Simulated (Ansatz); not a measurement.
Relaxation of CH3SSi (6 atoms, charge 0, multiplicity 2), to a largest force component of 0.015 eV/Å in at most 40 steps.

Computed with Ansatz 0.2.0, UKS B3LYP/def2-SVP.

```xyz
6
Properties=species:S:1:pos:R:3
C -0.815 -1.026 -0.573
Si -0.165 0.583 -0.249
S 1.411 0.416 1.215
H -1.626 -1.110 -1.300
H -0.112 2.032 -0.444
H 1.686 1.708 1.240
```

Question: Where does it end, and by what steps?

Answer: The forces met the threshold. After 11 steps the energy has fallen by 0.859 eV; C1 moved furthest, 0.53 Å.

```tsv
step	energy less start (eV)	largest force component (eV/Å)	accepted
0	0.0000	1.338	yes
1	-0.3194	1.547	yes
2	-0.4715	1.885	yes
3	-0.6213	1.229	yes
4	-0.6937	0.579	yes
5	-0.7794	0.741	yes
6	-0.8257	0.458	yes
7	-0.8353	0.371	yes
8	-0.8385	0.424	yes
9	-0.8586	0.051	yes
10	-0.8590	0.027	yes
11	-0.8591	0.015	yes
```

```xyz
6
Properties=species:S:1:pos:R:3
C -1.020 -0.601 -0.804
Si -0.059 0.628 -0.203
S 1.521 0.333 1.216
H -1.565 -1.470 -1.147
H -0.203 2.052 -0.584
H 1.703 1.661 1.413
```

Whether the end is a true minimum wasn't checked by a vibrational analysis.

The run took 89 s on 1 thread of Arm Neoverse N1, with other jobs on the host, peak memory 0.16 GiB.
